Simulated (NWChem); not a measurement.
System: CH4S cation, doublet; SMILES of the neutral closed-shell parent CS

NWChem input:

```
start job
memory heap 200 mb stack 900 mb global 1100 mb
charge 1
geometry units angstroms noautosym nocenter noautoz
  C     -1.046454    -0.440718     0.055640
  S      0.548325     0.318435    -0.038187
  H     -1.129689    -0.997254     1.009529
  H     -1.804199     0.351506    -0.011306
  H     -1.151896    -1.169836    -0.771292
  H      1.324161    -0.801949     0.058972
end
basis spherical
  * library def2-tzvp
end
dft
  odft
  mult 2
  xc xpbe96 cpbe96
  iterations 150
end
property
  hyperfine
end
task dft property
```

Excerpt of the output:

```
             Northwest Computational Chemistry Package (NWChem) 7.3.0
             --------------------------------------------------------

                             Geometry "geometry" -> ""
                             -------------------------

 Output coordinates in angstroms (scale by  1.889725989 to convert to a.u.)

  No.       Tag          Charge          X              Y              Z
 ---- ---------------- ---------- -------------- -------------- --------------
    1 C                    6.0000    -1.04645400    -0.44071800     0.05564000
    2 S                   16.0000     0.54832500     0.31843500    -0.03818700
    3 H                    1.0000    -1.12968900    -0.99725400     1.00952900
    4 H                    1.0000    -1.80419900     0.35150600    -0.01130600
    5 H                    1.0000    -1.15189600    -1.16983600    -0.77129200
    6 H                    1.0000     1.32416100    -0.80194900     0.05897200

 Effective nuclear repulsion energy (a.u.)      57.0305812667

  pbe96 is a nonlocal functional; adding pw91lda local functional.
                              NWChem Property Module
                              ----------------------

  itol2e modified to match energy
  convergence criterion.

                                 NWChem DFT Module
                                 -----------------

 Summary of "ao basis" -> "ao basis" (spherical)
 ------------------------------------------------------------------------------
       Tag                 Description            Shells   Functions and Types
 ---------------- ------------------------------  ------  ---------------------
 C                         def2-tzvp                11       31   5s3p2d1f
 S                         def2-tzvp                13       37   5s5p2d1f
 H                         def2-tzvp                 4        6   3s1p

  itol2e modified to match energy
  convergence criterion.

[...]

          ----------------------
          Hyperfine Interactions
          ----------------------

 Total Spin Density (Fermi Contact Term)
 ------------------ --------------------
     Atom            x         y         z       Density (a.u.)      Aiso(MHz)     Aiso(Gauss)
     1  13-C     -1.97751  -0.83284   0.10514      -0.015322        -17.224491      -6.146116
     2  33-S      1.03618   0.60175  -0.07216       0.138996         47.741523      17.035334
     3   1-H     -2.13480  -1.88454   1.90773       0.029718        132.834851      47.398698
     4   1-H     -3.40944   0.66425  -0.02137      -0.000808         -3.611228      -1.288574
     5   1-H     -2.17677  -2.21067  -1.45753       0.029642        132.494758      47.277345
     6   1-H      2.50230  -1.51546   0.11144      -0.008926        -39.899554     -14.237129

           -------------------------------------------
           Anisotropic Interaction (Spin-Dipolar Term)
           -------------------------------------------

 ------------------------------------------------------------
     Atom            x         y         z
 ------------------------------------------------------------
     1  13-C     -1.97751  -0.83284   0.10514

   Spin-Dipolar term (a.u.)
        xx             yy             zz             xy             xz             yz
 ------------------------------------------------------------------------------------------
      -0.052460      -0.053603       0.106063       0.005829       0.001577       0.015377

   Principal Comp. of -hf- tensor (au)            Anisotropic -hfcc- (MHz)               Anisotropic -hfcc- (Gauss)
 --------------------------------------------------------------------------------------------------------------------------
     -0.047982    -0.059577     0.107558      -6.438673    -7.994628    14.433301      -2.297475    -2.852677     5.150152

   Orientation of the principal axis of Hyperfine Tensor w.r.t absolute (molecular) frame
 --------------------------------------------------------------------------------------------------------------------------
      0.781813    -0.623372     0.013287
      0.619588     0.779102     0.095448
     -0.069852    -0.066390     0.995346

 ------------------------------------------------------------
     Atom            x         y         z
 ------------------------------------------------------------
     2  33-S      1.03618   0.60175  -0.07216

   Spin-Dipolar term (a.u.)
        xx             yy             zz             xy             xz             yz
 ------------------------------------------------------------------------------------------
      -2.107395      -2.157167       4.264562      -0.023382       0.087805       0.622348

   Principal Comp. of -hf- tensor (au)            Anisotropic -hfcc- (MHz)               Anisotropic -hfcc- (Gauss)
 --------------------------------------------------------------------------------------------------------------------------
     -2.099951    -2.225496     4.325447     -86.096074   -91.243307   177.339381     -30.721168   -32.557826    63.278994

   Orientation of the principal axis of Hyperfine Tensor w.r.t absolute (molecular) frame
 --------------------------------------------------------------------------------------------------------------------------
      0.965174     0.261275     0.013239
     -0.261323     0.960515     0.095508
      0.012238    -0.095641     0.995341

[...]
```

Level: PBE/def2-TZVP, spin-unrestricted, contact and dipolar terms. The geometry was optimised at PBE0/def2-SVP, spin-unrestricted. This spin state was assumed; another may lie lower. No stability test was run on the SCF state.
